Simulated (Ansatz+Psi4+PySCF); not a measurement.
The numbers below are computed, except where a source is named.
## PySCF 2.14.0 run

```python
from pyscf import gto, scf, mp

mol = gto.M(atom="""
C 0.300000 0.300000 0.300000
H 0.742560 -0.620760 -0.080040
O 0.547320 0.627420 1.491320
O -0.427660 0.971970 -0.478820
""", basis='cc-pvtz', charge=0, spin=1)
mf = scf.UHF(mol)
mf.kernel()
pt = mp.MP2(mf, frozen=3).run()
print(mf.e_tot, pt.e_corr, pt.e_tot)
```

The script is written out from the run's settings.

Output:

* Converged: yes
* Reference energy: -188.13089 hartree
* Correlation energy: -0.63018 hartree
* Total energy: -188.76106 hartree
* Spin squared of the determinant: 0.800

Messages of the program:
```
WARN: HOMO -0.368061820855649 >= LUMO -0.368061820855649
WARN: HOMO -0.368061820855649 >= LUMO -0.368061820855649
```

This is not the lowest solution: another run reaches a determinant 1.72 eV lower. Caution: another reference gives a lower total.
